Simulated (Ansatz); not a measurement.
in.yaml

```yaml
crystal:
  periodic: [false, false, false]
  atoms:
    - {symbol: Ta, position_ang: [0.000000, 0.000000, 0.000000]}
    - {symbol: O, position_ang: [0.000000, 0.000000, 1.683400]}
basis:
  gaussian: {orbitals: def2-SVP}
magnetization: {spin_polarized: false, initial_magnetization: 1}
correlation: {method: ccsd_t, electrons: outside_noble_gas}
```

```sh
$ ansatz run in.yaml --threads 1 --pin off --events-out ev --progress --plain --max-ram 2393MiB
```

Output:

```
443 factors; integrals over basis functions are off by at most 8.1e-4 eV
mean field evaluation 1: about -3561.5456 eV, gradient 5.4e1 eV
mean field evaluation 2: about -3561.6047 eV, gradient 5.4e1 eV
mean field evaluation 4: about -3568.2971 eV, gradient 2.5e0 eV
mean field evaluation 8: about -3568.3553 eV, gradient 3.0e-1 eV
mean field evaluation 16: about -3549.9008 eV, gradient 5.0e1 eV
mean field evaluation 32: about -3567.4404 eV, gradient 9.1e0 eV
mean field evaluation 64: about -3567.0370 eV, gradient 4.3e-1 eV
mean field evaluation 96: about -3563.9503 eV, gradient 1.8e0 eV
mean field evaluation 128: about -3567.0451 eV, gradient 2.7e-4 eV
mean field evaluation 160: about -3568.3204 eV, gradient 1.9e0 eV
...
mean field -3568.35589911 eV, -131.1346605737 hartree, gradient 1.9e-6 eV, S^2 0.750000; 14 other end points of the search recorded, 0 dependent functions left out
...
determinant -3568.35589911 eV, -131.1346605737 hartree, with singles and doubles -3576.65847320 eV, -131.4397745440 hartree
determinant -3567.04514678 eV, -131.0864913142 hartree, with singles and doubles -3575.02622729 eV, -131.3797906131 hartree
determinant -3566.36483458 eV, -131.0614903018 hartree, with singles and doubles -3574.75500531 eV, -131.3698233891 hartree
determinant -3565.27764776 eV, -131.0215369232 hartree, with singles and doubles -3573.68171726 eV, -131.3303807810 hartree
determinant -3563.91207469 eV, -130.9713530385 hartree, with singles and doubles -3570.82439492 eV, -131.2253761218 hartree
5 core orbitals not correlated: weight in the atoms' cores, before any rotation towards them, 0.961 or more for the frozen orbitals, at most 0.033 for the correlated occupied ones
reference -3568.35589911 eV, -131.1346605737 hartree; 6, 5 occupied and 35, 36 virtual orbitals, 443 factors
second order -8.61229169 eV of doubles, -0.01429952 eV of singles
cycle   1  -8.30719176 eV  change   -4.6e-3 eV  update   3.2e-3
cycle   2  -8.30482432 eV  change    2.4e-3 eV  update   2.3e-3
cycle   3  -8.30738951 eV  change   -2.6e-3 eV  update   1.7e-3
cycle   4  -8.30749069 eV  change   -1.0e-4 eV  update   6.9e-4
cycle   5  -8.30931347 eV  change   -1.8e-3 eV  update   4.5e-4
cycle   6  -8.30854906 eV  change    7.6e-4 eV  update   2.1e-4
cycle   7  -8.30853936 eV  change    9.7e-6 eV  update   1.2e-4
cycle   8  -8.30853304 eV  change    6.3e-6 eV  update   2.8e-5
cycle   9  -8.30851493 eV  change    1.8e-5 eV  update   1.3e-5
cycle  10  -8.30851849 eV  change   -3.6e-6 eV  update   5.8e-6
perturbative correction -0.49758110 eV, -0.0182857682 hartree
Total energy: -3577.16199870 eV, -131.4582787647 hartree
```

Ran on 1 thread of Intel Xeon 6975P-C, shared host: 3.4 s wall, 0.14 GiB peak host memory.
